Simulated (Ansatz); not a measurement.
**AlHO (singlet): wave-function methods side by side at distance Al1–O2 = 1.352 Å, 6-31G**

How much of the correlation energy of AlHO (singlet) does each wave-function method recover here?

The runs use Ansatz 0.2.0, Gaussian basis; 6-31G, core rule «outside noble gas», up to 6 orbitals frozen.

Plan: UHF; CCSD(T) on RHF; BCCD(T) on RHF; CISD; CCSDT(Q) on RHF; CISDTQ; CCSDTQ on RHF; CASSCF and MRCISD+Q, 2 electrons in 2 orbitals; CASSCF and NEVPT2, 2 electrons in 2 orbitals; Full CI.

41 further runs of the same task are left out: 24 for a known fault of the program, 12 that didn't finish, 5 set aside as unsound or not needed.

## 1. The system

The geometry derives from a PBE0/def2-TZVP stationary point (not a proven minimum). One bond is set to the value named and the two fragments are kept rigid.

3 atoms, charge 0, spin multiplicity 1.

Atoms are counted from 1 here; the program's logs count them from 0.

Bond lengths: Al1–O2 1.352 Å, O2–H3 0.950 Å. Angles: Al1–O2–H3 180.0°.

## 2. UHF

Contents of in.yaml:

```yaml
crystal:
  periodic: [false, false, false]
  atoms:
    - {symbol: Al, position_ang: [0.000000, 0.000000, 1.218012]}
    - {symbol: O, position_ang: [0.000000, 0.000000, -0.133988]}
    - {symbol: H, position_ang: [0.000000, 0.000000, -1.084024]}
basis:
  gaussian: {orbitals: 6-31G}
magnetization: {spin_polarized: true, initial_magnetization: 0}
hamiltonian: {xc: hf}
output: {orbitals: {seedname: orbitals}}
```

Started as:

```bash
$ ansatz run in.yaml --threads 1 --pin off --events-out ev --progress --plain --max-ram 2393MiB
```

The runs that follow: CCSD(T) on RHF; BCCD(T) on RHF; CISD; CCSDT(Q) on RHF; CISDTQ; CCSDTQ on RHF; CASSCF and MRCISD+Q, 2 electrons in 2 orbitals; CASSCF and NEVPT2, 2 electrons in 2 orbitals; Full CI.

**Question.** What will the summary of the whole plan be? Wanted: FCI below the RHF energy; RMP2 from FCI; RCCSD from FCI; RCCSD(T) from FCI; RCCSDT(Q) from FCI; NEVPT2 pair from FCI; MRCISD+Q pair from FCI; T1 diagnostic; effectively unpaired electrons.

**Answer**, as computed:

```
                         quantity                                          value
         FCI below the RHF energy                                     -4.3685 eV
                    RMP2 from FCI                                 +9.42 kcal/mol
                   RCCSD from FCI                                 +1.77 kcal/mol
                RCCSD(T) from FCI                                 +0.43 kcal/mol
               RCCSDT(Q) from FCI                                 -0.02 kcal/mol
             NEVPT2 pair from FCI                                 +7.54 kcal/mol
           MRCISD+Q pair from FCI                                 +1.09 kcal/mol
levels within 1 kcal/mol (43 meV)  RCCSD(T), BCCD(T), RCCSDT, RCCSDT(Q), RCCSDTQ
                    T1 diagnostic                                          0.015
   effectively unpaired electrons                                           0.06
```

What this shows: RCCSD(T) misses by +0.43 kcal/mol, 0.4 % of the correlation energy. One determinant dominates. Of the multireference levels listed MRCISD+Q pair comes nearest in total energy (+1.09 kcal/mol), which doesn't show that its space is the better one. These misses are within one basis, not against nature.
